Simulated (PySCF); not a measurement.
Working out the electron affinity of Si

Si⁻ [Ne] 3s2 3p3 (4S) → Si [Ne] 3s2 3p2 (3P). Computed with PySCF 2.14 in aug-cc-pwCVTZ, with the non-relativistic Hamiltonian (point nucleus). Frozen: nothing. Energies in hartree (1 hartree = 27.21139 eV):

```json
{"part": "UHF", "Si⁻ (lower)": "-288.888091", "Si (upper)": "-288.856764"}
{"part": "CCSD correlation", "Si⁻ (lower)": "-0.376910", "Si (upper)": "-0.359731"}
{"part": "(T)", "Si⁻ (lower)": "-0.007585", "Si (upper)": "-0.005459"}
```

What does Hartree-Fock give?

(-288.856764) − (-288.888091) = 0.031327 hartree = 0.852 eV.

What do CCSD and CCSD(T) give?

The CCSD correlation energies differ by 0.017179 hartree = 0.467 eV and the triples by 0.002126 hartree = 0.058 eV, so CCSD gives 1.319 eV and CCSD(T) 1.377 eV.

A first-order spin-orbit estimate adds -0.016 eV to CCSD(T) (all electrons), giving 1.361 eV against 1.390 eV (measured; photodetachment measurements, as compiled on the Wikipedia data page of electron affinities).

What remains against the reference includes basis incompleteness and higher excitations.
